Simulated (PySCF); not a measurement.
Gas-phase reaction: SiH2Cl2 + Si ⇌ 2 SiH + 2 Cl

Method: PySCF energies plus ideal-gas RRHO corrections (1 bar). Table values come from the NASA 1993 polynomials. † marks an energy on the PBE0/def2-TZVP geometry and frequencies. CCSD(T) freezes the core. Open shells (unrestricted): Si (multiplicity 3, electronic degeneracy 9), SiH (multiplicity 2, electronic degeneracy 4), Cl (multiplicity 2, electronic degeneracy 6); the rest are closed-shell singlets. Spin-orbit splitting is ignored; it lowers the true energy and changes the entropy of Si, SiH, Cl. B3LYP is the form with VWN-RPA correlation. CCSD(T) isn't extrapolated to the basis-set limit; its ΔH°(298 K) is 769.2 kJ in def2-SVP and 821.6 kJ in def2-TZVPP. The harmonic model lacks anharmonicity and excited electronic states, which grow with temperature; levels with a mode under 35 cm⁻¹ are left out. The table's entry may be an old estimate for SiH2Cl2, SiH (not checked at source). Warning, large T1 diagnostic: SiH (CCSD(T)/def2-TZVPP†).

ΔH° and ΔS° at 298 K: table 866 kJ, 272 J/K; B3LYP/def2-TZVP† 799 kJ, 278 J/K; CCSD(T)/def2-SVP† 769 kJ, 278 J/K; CCSD(T)/def2-TZVPP† 822 kJ, 278 J/K.

With the heat capacities included, give log10 K at 600, 800, 1000, 1600, 2500 K for each.


| T (K) | table | B3LYP/def2-TZVP† | CCSD(T)/def2-SVP† | CCSD(T)/def2-TZVPP† |
|---|---|---|---|---|
| 600 | -61.1 | -55.0 | -52.4 | -56.9 |
| 800 | -42.2 | -37.6 | -35.6 | -39.0 |
| 1000 | -30.8 | -27.1 | -25.5 | -28.3 |
| 1600 | -13.8 | -11.5 | -10.5 | -12.2 |
| 2500 | -3.7 | -2.2 | -1.6 | -2.7 |
Ten kJ in ΔG° is worth 0.87 decades in K at 600 K and 0.21 at 2500 K. Holding ΔH° and ΔS° at their 298 K values would give -3.9 (table), -2.2 (B3LYP/def2-TZVP†), -1.6 (CCSD(T)/def2-SVP†) at 2500 K.
